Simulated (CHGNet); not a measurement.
fcc Cu

Calculation: the machine-learned potential CHGNet-r²SCAN (trained on r²SCAN data).

Cell: relaxed at this level.

```yaml
lattice_parameter_a: 3.578 Å
equilibrium_volume_per_atom: 11.45 Å³/atom
vacancy_formation_energy: 0.60 eV
```

Measured, for comparison: lattice constant a 3.595 Å, equilibrium volume per atom 11.62 Å³/atom (low-temperature or extrapolated to 0 K; zero-point anharmonic expansion removed; as tabulated in Csonka et al. (2009), arXiv:0903.4037); vacancy formation energy 1.35 ± 0.07 eV (midpoint of the printed range, monovacancy, our sources range from 1.05 to 1.35; as tabulated in Mehl and Papaconstantopoulos (1996), arXiv:mtrl-th/9602003). Computed (rounded) less measured: lattice constant a -0.5 %, equilibrium volume per atom -1.5 %, vacancy formation energy not scored (sources differ).

A machine-learned potential is trained on density-functional data: it inherits that level's misses and adds fitting errors of its own.
